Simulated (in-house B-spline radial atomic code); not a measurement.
Functionals against ionisation energies along an isoelectronic series: Be to Ne⁶⁺

Ionisation energies as differences of self-consistent total energies from an all-electron radial atomic-structure program (B-spline basis): all electrons, radial basis limit, scalar-relativistic (one-electron X2C), spin-polarised at highest spin, spherical densities; exact exchange is averaged over the determinants of each configuration. No spin-orbit coupling, Breit or QED terms. NIST's values run from ground level to ground level, so in open shells the differences also hold multiplet and fine-structure energies that spherical high-spin averages miss. Columns give computed minus NIST, in eV; a star marks a semi-empirical value. Species are left out where the tabulated value is theory, is uncertain by more than 0.12 eV, or (13 ions, such as In⁴⁺, Te⁴⁺ and Bi⁴⁺) lies off its series for all methods alike, which flatters the means a little.

```json
{"species": "Be", "shell": "2s", "NIST (eV)": "9.32", "BLYP": "-0.34", "TPSSh": "-0.26", "BHandHLYP": "-0.36", "r2SCAN0": "-0.49"}
{"species": "B⁺", "shell": "2s", "NIST (eV)": "25.15", "BLYP": "-0.55", "TPSSh": "-0.50", "BHandHLYP": "-0.59", "r2SCAN0": "-0.83"}
{"species": "C²⁺", "shell": "2s", "NIST (eV)": "47.89", "BLYP": "-0.77", "TPSSh": "-0.74", "BHandHLYP": "-0.85", "r2SCAN0": "-1.18"}
{"species": "N³⁺", "shell": "2s", "NIST (eV)": "77.47", "BLYP": "?", "TPSSh": "?", "BHandHLYP": "?", "r2SCAN0": "?"}
{"species": "O⁴⁺", "shell": "2s", "NIST (eV)": "113.90", "BLYP": "-1.25", "TPSSh": "-1.23", "BHandHLYP": "-1.39", "r2SCAN0": "-1.87"}
{"species": "F⁵⁺", "shell": "2s", "NIST (eV)": "157.16", "BLYP": "-1.50", "TPSSh": "-1.47", "BHandHLYP": "-1.67", "r2SCAN0": "-2.21"}
{"species": "Ne⁶⁺", "shell": "2s", "NIST (eV)": "207.27 ± 0.01", "BLYP": "-1.74", "TPSSh": "-1.71", "BHandHLYP": "-1.95", "r2SCAN0": "-2.55"}
```

(1) What are the differences for N³⁺ ([He] 2s2)?

(2) How do the methods rank, and which species is hardest?

Answers

(1) BLYP -1.01; TPSSh -0.99; BHandHLYP -1.12; r2SCAN0 -1.52 eV.

(2) Mean absolute (signed) differences: TPSSh 0.99 (-0.99) eV; BLYP 1.02 (-1.02) eV; BHandHLYP 1.13 (-1.13) eV; r2SCAN0 1.52 (-1.52) eV. For Ne⁶⁺, which loses a 2s electron, the nearest method is off by -1.71 eV, the largest such miss.
